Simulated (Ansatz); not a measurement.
SiCl₄, SMILES Cl[Si](Cl)(Cl)Cl.

Geometry optimised at ωB97X-D3(BJ)/def2-SVP. The isomer is the one that the SMILES or the coordinates give; other isomers of the formula were not compared.

Two levels are set side by side: PBE/def2-SVPD (Ansatz, a quantum-chemistry and plane-wave program) and PBE0/def2-SVPD (Ansatz). Energy differences of separate SCF runs at the same geometry; the states with an electron removed or added have multiplicity 2 and 2. Differences are taken from unrounded values.

```
quantity                            PBE0
---------------------------------  -----
vertical ionisation energy (eV)    11.62
vertical singlet–triplet gap (eV)   7.05
```

Question: What does PBE give, and how far is it from PBE0? (The exact figures need the calculation; the answer reports its results.)

Answer: 
| quantity | PBE | PBE minus PBE0 |
|---|---|---|
| vertical ionisation energy (eV) | 10.97 | -0.65 |
| vertical singlet–triplet gap (eV) | 6.24 | -0.80 |
